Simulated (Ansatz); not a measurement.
Basis-set extrapolation for C₂H₅NO (`C/N=C/O`) (PBE0-D4/def2-TZVP geometry, frozen core, Ansatz). Multiplicity 1, RHF reference.

```csv
,def2-TZVPP,def2-QZVPP
HF,-208.030667,-208.040430
MP2 correlation,-0.775448,-0.830426
CCSD(T) correlation,-0.831497,not run
```

Energies in hartree. Use E(X) = E(∞) + A·exp(−7.88·√X) for Hartree–Fock and E(X) = E(∞) + B·X^(−2.97) for correlation, with X = 3 and 4, and add CCSD(T) minus MP2 of the smaller set to the MP2 limit.

Task: What is the CCSD(T) energy at the basis-set limit?

Result: HF limit: -208.040430 + (-0.009763) × 0.13774 = -208.04177. MP2 limit: -0.830426 + (-0.054978) × 0.74074 = -0.87115. Higher-order term: -0.831497 − (-0.775448) = -0.05605. Total: -208.96897 hartree, 280.4 kJ/mol below CCSD(T)/def2-TZVPP.
